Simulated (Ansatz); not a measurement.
Ansatz (a first-principles code) input:

Ansatz 0.2 input:
```yaml
crystal:
  periodic: [false, false, false]
  atoms:
    - {symbol: C, position_ang: [0.00645702, 0.00137118, 1.45419528]}
    - {symbol: C, position_ang: [0.00055087, 0.00011698, 0.12406297]}
    - {symbol: H, position_ang: [0.00482541, 0.92504598, 2.01974462]}
    - {symbol: H, position_ang: [0.01311859, -0.92123548, 2.02144868]}
    - {symbol: C, position_ang: [-0.00871144, 1.26990929, -0.67778781]}
    - {symbol: H, position_ang: [-0.00983323, 2.15257845, -0.03893565]}
    - {symbol: H, position_ang: [0.86531059, 1.32034450, -1.33448046]}
    - {symbol: H, position_ang: [-0.88895351, 1.31247184, -1.32668362]}
    - {symbol: C, position_ang: [0.00270273, -1.27118527, -0.67544245]}
    - {symbol: H, position_ang: [0.00950511, -2.15264813, -0.03496206]}
    - {symbol: H, position_ang: [-0.87711609, -1.32285146, -1.32425130]}
    - {symbol: H, position_ang: [0.87714802, -1.31497880, -1.33204813]}
basis:
  gaussian:
    orbitals: def2-TZVPD
hamiltonian:
  xc: {name: B97M-V}
output: {forces: true}
```

Q: Predict the final energy.

A: -157.28367 Eh (B97M-V/def2-TZVPD). The basis has 220 functions. The run takes around 22 core-seconds (rough).
